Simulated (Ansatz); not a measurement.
Two shapes of singlet NH₄(+).

Shape 1:

```xyz
5

N     0.0328   -0.0172   -0.0336
H     0.5523    0.5992    0.6209
H     0.5778   -0.6318   -0.6233
H    -0.5615    0.5805   -0.5596
H    -0.5874   -0.5594    0.6294
```

Shape 2:

```xyz
5

N     0.0000    0.0000    0.0000
H     0.5469    0.5469    0.5469
H     0.5469   -0.5469   -0.5469
H    -0.5469    0.5469   -0.5469
H    -0.5469   -0.5469    0.5469
```

Basis set: 6-31G* (spherical functions). Frozen core: 1 orbital. Charge 1, multiplicity 1.

Computed with Ansatz (development build ahead of 0.2.0); each method stands on the lowest determinant of its kind that the runs found.

Problem. Which shape is lower in energy, and by how much in each method?

Solution.

| method | E(2) − E(1) (eV) |
| --- | --- |
| RHF | 0.317 |
| RHF-MP2 | 0.535 |

Shape 1 is lower.
